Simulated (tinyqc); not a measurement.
ROHF in the sto-6g basis, for LiH, spin multiplicity 3, step by step (part 2 of 2). Computed by tinyqc, a small Python program that keeps every step (integrals from PySCF). Command: `OMP_NUM_THREADS=1 python tinyqc.py 23100 23101 out.jsonl` (the two numbers bound the seeds that draw the settings). One thread of a shared host (Intel(R) Xeon(R) Processor @ 2.60GHz), about 0.1 s of CPU time with the checks.

Geometry (angstrom):
```
atom,x,y,z
Li,0.000000,0.000000,0.000000
H,0.000000,0.000000,3.011000
```

## Iteration 3: building the Fock matrix

D(alpha) after iteration 2:
```
,1Li 1s,1Li 2s,1Li 2px,1Li 2py,1Li 2pz,2H 1s
1Li 1s,1.049243,-0.205497,0.000000,0.000000,0.002090,-0.068724
1Li 2s,-0.205497,0.856148,0.000000,0.000000,-0.011925,0.314059
1Li 2px,0.000000,0.000000,0.133208,-0.339800,0.000000,0.000000
1Li 2py,0.000000,0.000000,-0.339800,0.866792,0.000000,0.000000
1Li 2pz,0.002090,-0.011925,0.000000,0.000000,0.000167,-0.004380
2H 1s,-0.068724,0.314059,0.000000,0.000000,-0.004380,0.115250
```

D(beta) after iteration 2:
```
,1Li 1s,1Li 2s,1Li 2px,1Li 2py,1Li 2pz,2H 1s
1Li 1s,1.006785,-0.014866,0.000000,0.000000,-0.000568,0.001227
1Li 2s,-0.014866,0.000220,0.000000,0.000000,0.000008,-0.000018
1Li 2px,0.000000,0.000000,0.000000,0.000000,0.000000,0.000000
1Li 2py,0.000000,0.000000,0.000000,0.000000,0.000000,0.000000
1Li 2pz,-0.000568,0.000008,0.000000,0.000000,0.000000,-0.000001
2H 1s,0.001227,-0.000018,0.000000,0.000000,-0.000001,0.000001
```

core Hamiltonian H = T + V (hartree):
```
,1Li 1s,1Li 2s,1Li 2px,1Li 2py,1Li 2pz,2H 1s
1Li 1s,-4.626150,-0.980516,0.000000,0.000000,-0.004807,-0.012386
1Li 2s,-0.980516,-1.268098,0.000000,0.000000,-0.053642,-0.162498
1Li 2px,0.000000,0.000000,-1.043108,0.000000,0.000000,0.000000
1Li 2py,0.000000,0.000000,0.000000,-1.043108,0.000000,0.000000
1Li 2pz,-0.004807,-0.053642,0.000000,0.000000,-1.077462,-0.243670
2H 1s,-0.012386,-0.162498,0.000000,0.000000,-0.243670,-0.998280
```

Two-electron integrals (ij|kl) in chemists' order, unique and non-zero (hartree):
```
i,j,k,l,(ij|kl)
1,1,1,1,1.681247
2,1,1,1,0.242603
2,1,2,1,0.044507
2,2,1,1,0.397190
2,2,2,1,0.090279
2,2,2,2,0.290625
3,1,3,1,0.009437
3,2,3,1,0.014261
3,2,3,2,0.064236
3,3,1,1,0.397190
3,3,2,1,0.090279
3,3,2,2,0.290625
3,3,3,3,0.313125
4,1,4,1,0.009437
4,2,4,1,0.014261
4,2,4,2,0.064236
4,3,4,3,0.016875
4,4,1,1,0.397190
4,4,2,1,0.090279
4,4,2,2,0.290625
4,4,3,3,0.279374
4,4,4,4,0.313125
5,1,5,1,0.009437
5,2,5,1,0.014261
5,2,5,2,0.064236
5,3,5,3,0.016875
5,4,5,4,0.016875
5,5,1,1,0.397190
5,5,2,1,0.090279
5,5,2,2,0.290625
5,5,3,3,0.279374
5,5,4,4,0.279374
5,5,5,5,0.313125
6,1,1,1,0.002878
6,1,2,1,0.000524
6,1,2,2,0.001101
6,1,3,3,0.001085
6,1,4,4,0.001085
6,1,5,1,0.000071
6,1,5,2,0.000155
6,1,5,5,0.001133
6,1,6,1,0.000007
6,2,1,1,0.028246
6,2,2,1,0.006621
6,2,2,2,0.026073
6,2,3,3,0.024596
6,2,4,4,0.024596
6,2,5,1,0.000909
6,2,5,2,0.007920
6,2,5,5,0.029026
6,2,6,1,0.000097
6,2,6,2,0.006505
6,3,3,1,0.000252
6,3,3,2,0.001655
6,3,5,3,0.000804
6,3,6,3,0.000212
6,4,4,1,0.000252
6,4,4,2,0.001655
6,4,5,4,0.000804
6,4,6,4,0.000212
6,5,1,1,0.041913
6,5,2,1,0.009854
6,5,2,2,0.039395
6,5,3,3,0.036943
6,5,4,4,0.036943
6,5,5,1,0.001429
6,5,5,2,0.012535
6,5,5,5,0.044299
6,5,6,1,0.000146
6,5,6,2,0.010383
6,5,6,5,0.016611
6,6,1,1,0.175746
6,6,2,1,0.041430
6,6,2,2,0.173923
6,6,3,3,0.163082
6,6,4,4,0.163082
6,6,5,1,0.004805
6,6,5,2,0.052537
6,6,5,5,0.195604
6,6,6,1,0.000599
6,6,6,2,0.061910
6,6,6,5,0.100527
6,6,6,6,0.774999
```

nuclear repulsion = 0.52724398 hartree

J_ij = sum D_kl (ij|kl) with D = D(alpha) + D(beta), K_ij = sum D_kl (ik|jl) for each spin; F = H + J - K(s); E = tr D H + tr D J / 2 - 0.5 sum_s tr D(s) K(s) + E_nn.

Coulomb J (hartree):
```
,1Li 1s,1Li 2s,1Li 2px,1Li 2py,1Li 2pz,2H 1s
1Li 1s,4.124406,0.655565,0.000000,0.000000,0.000791,0.007840
1Li 2s,0.655565,1.352326,0.000000,0.000000,0.009411,0.113015
1Li 2px,0.000000,0.000000,1.343418,-0.011468,0.000000,0.000000
1Li 2py,0.000000,0.000000,-0.011468,1.368176,0.000000,0.000000
1Li 2pz,0.000791,0.009411,0.000000,0.000000,1.345388,0.170167
2H 1s,0.007840,0.113015,0.000000,0.000000,0.170167,0.781142
```

exchange K(alpha) (hartree):
```
,1Li 1s,1Li 2s,1Li 2px,1Li 2py,1Li 2pz,2H 1s
1Li 1s,1.711804,0.255792,0.000000,0.000000,-0.000133,0.003999
1Li 2s,0.255792,0.338807,0.000000,0.000000,0.011122,0.083069
1Li 2px,0.000000,0.000000,0.116399,-0.100665,0.000000,0.000000
1Li 2py,0.000000,0.000000,-0.100665,0.333722,0.000000,0.000000
1Li 2pz,-0.000133,0.011122,0.000000,0.000000,0.085167,0.037034
2H 1s,0.003999,0.083069,0.000000,0.000000,0.037034,0.132747
```

exchange K(beta) (hartree):
```
,1Li 1s,1Li 2s,1Li 2px,1Li 2py,1Li 2pz,2H 1s
1Li 1s,1.685458,0.237737,0.000000,0.000000,-0.000179,0.002663
1Li 2s,0.237737,0.042204,0.000000,0.000000,-0.000044,0.000461
1Li 2px,0.000000,0.000000,0.009092,0.000000,0.000000,0.000000
1Li 2py,0.000000,0.000000,0.000000,0.009092,0.000000,0.000000
1Li 2pz,-0.000179,-0.000044,0.000000,0.000000,0.009094,0.000061
2H 1s,0.002663,0.000461,0.000000,0.000000,0.000061,0.000006
```

F(alpha) (hartree):
```
,1Li 1s,1Li 2s,1Li 2px,1Li 2py,1Li 2pz,2H 1s
1Li 1s,-2.213548,-0.580743,0.000000,0.000000,-0.003882,-0.008546
1Li 2s,-0.580743,-0.254578,0.000000,0.000000,-0.055352,-0.132551
1Li 2px,0.000000,0.000000,0.183911,0.089197,0.000000,0.000000
1Li 2py,0.000000,0.000000,0.089197,-0.008654,0.000000,0.000000
1Li 2pz,-0.003882,-0.055352,0.000000,0.000000,0.182759,-0.110537
2H 1s,-0.008546,-0.132551,0.000000,0.000000,-0.110537,-0.349885
```

F(beta) (hartree):
```
,1Li 1s,1Li 2s,1Li 2px,1Li 2py,1Li 2pz,2H 1s
1Li 1s,-2.187202,-0.562688,0.000000,0.000000,-0.003837,-0.007209
1Li 2s,-0.562688,0.042024,0.000000,0.000000,-0.044186,-0.049943
1Li 2px,0.000000,0.000000,0.291218,-0.011468,0.000000,0.000000
1Li 2py,0.000000,0.000000,-0.011468,0.315977,0.000000,0.000000
1Li 2pz,-0.003837,-0.044186,0.000000,0.000000,0.258832,-0.073563
2H 1s,-0.007209,-0.049943,0.000000,0.000000,-0.073563,-0.217143
```

total energy of this density = -7.50850993 hartree

## Iteration 3: Roothaan effective Fock matrix

overlap S:
```
,1Li 1s,1Li 2s,1Li 2px,1Li 2py,1Li 2pz,2H 1s
1Li 1s,1.000000,0.235742,0.000000,0.000000,0.000000,0.002939
1Li 2s,0.235742,1.000000,0.000000,0.000000,0.000000,0.124447
1Li 2px,0.000000,0.000000,1.000000,0.000000,0.000000,0.000000
1Li 2py,0.000000,0.000000,0.000000,1.000000,0.000000,0.000000
1Li 2pz,0.000000,0.000000,0.000000,0.000000,1.000000,0.191982
2H 1s,0.002939,0.124447,0.000000,0.000000,0.191982,1.000000
```

With projectors Pc = D(beta) S, Po = (D(alpha) - D(beta)) S, Pv = 1 - D(alpha) S, the block xy is Px^T F Py; with Fc = (F(alpha) + F(beta))/2, the blocks are Fc for cc, oo, vv and cv, F(beta) for co and F(alpha) for ov.

effective F (hartree):
```
,1Li 1s,1Li 2s,1Li 2px,1Li 2py,1Li 2pz,2H 1s
1Li 1s,-2.200280,-0.568388,0.000000,0.000000,-0.003704,-0.006083
1Li 2s,-0.568388,-0.112034,0.000000,0.000000,-0.052439,-0.082868
1Li 2px,0.000000,0.000000,0.237565,0.038864,0.000000,0.000000
1Li 2py,0.000000,0.000000,0.038864,0.153661,0.000000,0.000000
1Li 2pz,-0.003704,-0.052439,0.000000,0.000000,0.220510,-0.092724
2H 1s,-0.006083,-0.082868,0.000000,0.000000,-0.092724,-0.273889
```

## Iteration 3: DIIS over 3 matrices

error matrix X^T (FDS - SDF) X:
```
,1,2,3,4,5,6
1,0.000000,-0.087366,0.000000,0.000000,0.118820,0.020094
2,0.087366,0.000000,0.000000,0.000000,-0.094577,0.000715
3,0.000000,0.000000,0.000000,0.000000,0.000000,0.000000
4,0.000000,0.000000,0.000000,0.000000,0.000000,0.000000
5,-0.118820,0.094577,0.000000,0.000000,0.000000,-0.092141
6,-0.020094,-0.000715,0.000000,0.000000,0.092141,0.000000
```

B (overlaps of the stored error matrices):
```
,1,2,3
1,6.0552328e-02,5.7570850e-06,-1.3038043e-02
2,5.7570850e-06,1.1808518e-01,4.8936290e-02
3,-1.3038043e-02,4.8936290e-02,7.9180041e-02
```

Minimise |sum c_i e_i|^2 with sum c_i = 1: solve [B -1; -1 0][c; lambda] = [0; -1] with B_ij = tr e_i^T e_j, and take F = sum c_i F_i.

DIIS coefficients: 0.537892  0.070023  0.392086

extrapolated F (hartree):
```
,1Li 1s,1Li 2s,1Li 2px,1Li 2py,1Li 2pz,2H 1s
1Li 1s,-2.846589,-0.647128,0.000000,0.000000,0.000303,-0.006625
1Li 2s,-0.647128,-0.244587,0.000000,0.000000,-0.007272,-0.047599
1Li 2px,0.000000,0.000000,-0.030279,0.015238,0.000000,0.000000
1Li 2py,0.000000,0.000000,0.015238,-0.063177,0.000000,0.000000
1Li 2pz,0.000303,-0.007272,0.000000,0.000000,0.024700,-0.038433
2H 1s,-0.006625,-0.047599,0.000000,0.000000,-0.038433,-0.091621
```

## Iteration 3: diagonalisation and new density

X:
```
,1,2,3,4,5,6
1Li 1s,-0.607213,0.532011,0.000000,0.000000,-0.450293,0.452949
1Li 2s,0.746974,-0.350108,0.000000,0.000000,-0.302588,0.552153
1Li 2px,0.000000,0.000000,-0.038294,0.999267,0.000000,0.000000
1Li 2py,0.000000,0.000000,0.999267,0.038294,0.000000,0.000000
1Li 2pz,0.383510,0.682542,0.000000,0.000000,0.587601,0.284087
2H 1s,-0.573770,-0.562602,0.000000,0.000000,0.475362,0.429367
```

Diagonalise F' = X^T F X, C = X C', fill 3 alpha and 1 beta electrons from the bottom; D(s) = C_occ C_occ^T. Each column has its largest component positive (the first on a tie).

F' = X^T F X (hartree):
```
,1,2,3,4,5,6
1,-0.576731,0.596437,0.000000,0.000000,-0.615242,0.705431
2,0.596437,-0.593665,0.000000,0.000000,0.692284,-0.684106
3,0.000000,0.000000,-0.064295,0.013935,0.000000,0.000000
4,0.000000,0.000000,0.013935,-0.029161,0.000000,0.000000
5,-0.615242,0.692284,0.000000,0.000000,-0.790616,0.833432
6,0.705431,-0.684106,0.000000,0.000000,0.833432,-1.033896
```

orbital energies (hartree): MO1 -2.846811, MO2 -0.130141, MO3 -0.069150, MO4 -0.059777, MO5 -0.024306, MO6 0.041822

coefficients C:
```
,MO1,MO2,MO3,MO4,MO5,MO6
1Li 1s,1.002148,-0.167299,0.000000,0.164326,0.000000,-0.019404
1Li 2s,-0.009289,0.731197,0.000000,-0.730887,0.000000,0.089701
1Li 2px,0.000000,0.000000,-0.364977,0.000000,0.931017,0.000000
1Li 2py,0.000000,0.000000,0.931017,0.000000,0.364977,0.000000
1Li 2pz,-0.000207,0.086713,0.000000,0.173219,0.000000,1.000699
2H 1s,0.000438,0.599248,0.000000,0.741834,0.000000,-0.382939
```

D(alpha) after iteration 3:
```
,1Li 1s,1Li 2s,1Li 2px,1Li 2py,1Li 2pz,2H 1s
1Li 1s,1.032290,-0.131638,0.000000,0.000000,-0.014714,-0.099814
1Li 2s,-0.131638,0.534736,0.000000,0.000000,0.063406,0.438164
1Li 2px,0.000000,0.000000,0.133208,-0.339800,0.000000,0.000000
1Li 2py,0.000000,0.000000,-0.339800,0.866792,0.000000,0.000000
1Li 2pz,-0.014714,0.063406,0.000000,0.000000,0.007519,0.051963
2H 1s,-0.099814,0.438164,0.000000,0.000000,0.051963,0.359098
```

D(beta) after iteration 3:
```
,1Li 1s,1Li 2s,1Li 2px,1Li 2py,1Li 2pz,2H 1s
1Li 1s,1.004301,-0.009309,0.000000,0.000000,-0.000207,0.000439
1Li 2s,-0.009309,0.000086,0.000000,0.000000,0.000002,-0.000004
1Li 2px,0.000000,0.000000,0.000000,0.000000,0.000000,0.000000
1Li 2py,0.000000,0.000000,0.000000,0.000000,0.000000,0.000000
1Li 2pz,-0.000207,0.000002,0.000000,0.000000,0.000000,0.000000
2H 1s,0.000439,-0.000004,0.000000,0.000000,0.000000,0.000000
```

## Iteration 12 (converged): orbitals

converged F (hartree):
```
,1Li 1s,1Li 2s,1Li 2px,1Li 2py,1Li 2pz,2H 1s
1Li 1s,-2.383196,-0.617671,0.000000,0.000000,-0.002970,-0.008465
1Li 2s,-0.617671,-0.193371,0.000000,0.000000,0.008891,-0.052347
1Li 2px,0.000000,0.000000,0.161762,0.000000,0.000000,0.000000
1Li 2py,0.000000,0.000000,0.000000,0.161762,0.000000,0.000000
1Li 2pz,-0.002970,0.008891,0.000000,0.000000,0.168249,-0.039815
2H 1s,-0.008465,-0.052347,0.000000,0.000000,-0.039815,-0.111537
```

As before.

F' = X^T F X (hartree):
```
,1,2,3,4,5,6
1,-0.375281,0.491034,0.000000,0.000000,-0.462119,0.627528
2,0.491034,-0.416442,0.000000,0.000000,0.641878,-0.540684
3,0.000000,0.000000,0.161762,0.000000,0.000000,0.000000
4,0.000000,0.000000,0.000000,0.161762,0.000000,0.000000
5,-0.462119,0.641878,0.000000,0.000000,-0.641510,0.741096
6,0.627528,-0.540684,0.000000,0.000000,0.741096,-0.899639
```

orbital energies (hartree): MO1 -2.384618, MO2 -0.125919, MO3 -0.014027, MO4 0.161762, MO5 0.161762, MO6 0.191692

coefficients C:
```
,MO1,MO2,MO3,MO4,MO5,MO6
1Li 1s,0.993710,-0.095559,-0.248324,0.000000,0.000000,-0.037609
1Li 2s,0.025434,0.354435,0.964121,0.000000,0.000000,0.145527
1Li 2px,0.000000,0.000000,0.000000,0.519070,0.854732,0.000000
1Li 2py,0.000000,0.000000,0.000000,0.854732,-0.519070,0.000000
1Li 2pz,0.001455,0.035577,-0.137904,0.000000,0.000000,1.009276
2H 1s,-0.002366,0.888764,-0.426358,0.000000,0.000000,-0.290463
```

D(alpha) after iteration 12:
```
,1Li 1s,1Li 2s,1Li 2px,1Li 2py,1Li 2pz,2H 1s
1Li 1s,1.058255,-0.248009,0.000000,0.000000,0.032291,0.018594
1Li 2s,-0.248009,1.055800,0.000000,0.000000,-0.120310,-0.096112
1Li 2px,0.000000,0.000000,0.000000,0.000000,0.000000,0.000000
1Li 2py,0.000000,0.000000,0.000000,0.000000,0.000000,0.000000
1Li 2pz,0.032291,-0.120310,0.000000,0.000000,0.020285,0.090413
2H 1s,0.018594,-0.096112,0.000000,0.000000,0.090413,0.971689
```

D(beta) after iteration 12:
```
,1Li 1s,1Li 2s,1Li 2px,1Li 2py,1Li 2pz,2H 1s
1Li 1s,0.987459,0.025274,0.000000,0.000000,0.001446,-0.002351
1Li 2s,0.025274,0.000647,0.000000,0.000000,0.000037,-0.000060
1Li 2px,0.000000,0.000000,0.000000,0.000000,0.000000,0.000000
1Li 2py,0.000000,0.000000,0.000000,0.000000,0.000000,0.000000
1Li 2pz,0.001446,0.000037,0.000000,0.000000,0.000002,-0.000003
2H 1s,-0.002351,-0.000060,0.000000,0.000000,-0.000003,0.000006
```

Within a degenerate level the vectors are fixed only up to a rotation; this is one choice.

## Convergence

Stop when the energy changes by less than 1e-08 hartree and every element of the error matrix X^T (F D S - S D F) X is below 3e-05.

Course of the cycle:
```
iteration,E (hartree),change,largest element of the error matrix
1,-1.86446291,-,1.17e-01
2,-7.28698371,-5.42e+00,1.61e-01
3,-7.50850993,-2.22e-01,1.19e-01
4,-7.63029310,-1.22e-01,1.31e-01
5,-7.85818629,-2.28e-01,3.32e-02
6,-7.86488934,-6.70e-03,1.23e-02
7,-7.86712694,-2.24e-03,7.55e-03
8,-7.86802431,-8.97e-04,3.11e-03
9,-7.86816362,-1.39e-04,5.83e-04
10,-7.86816626,-2.65e-06,4.85e-05
11,-7.86816628,-1.79e-08,1.54e-05
12,-7.86816629,-3.32e-09,8.15e-06
```

PySCF ROHF in the same basis = -7.86816629 hartree

Converged in 12 iterations.

## Populations, bond orders and dipole

Mulliken: Z minus the diagonal of D S on the atom; Loewdin: the same with S^(1/2) D S^(1/2); Mayer order: 2 sum_s sum (D(s) S)_ij (D(s) S)_ji over the two atoms.

Charges (e):
```
atom,Mulliken,Loewdin,Mulliken spin
1Li,-0.022869,-0.033018,1.022850
2H,0.022869,0.033018,0.977150
```

Mayer bond orders:
```
pair,order
2-1,0.044655
```

dipole moment about the origin, x y z (debye): 0.000000  0.000000  1.345870
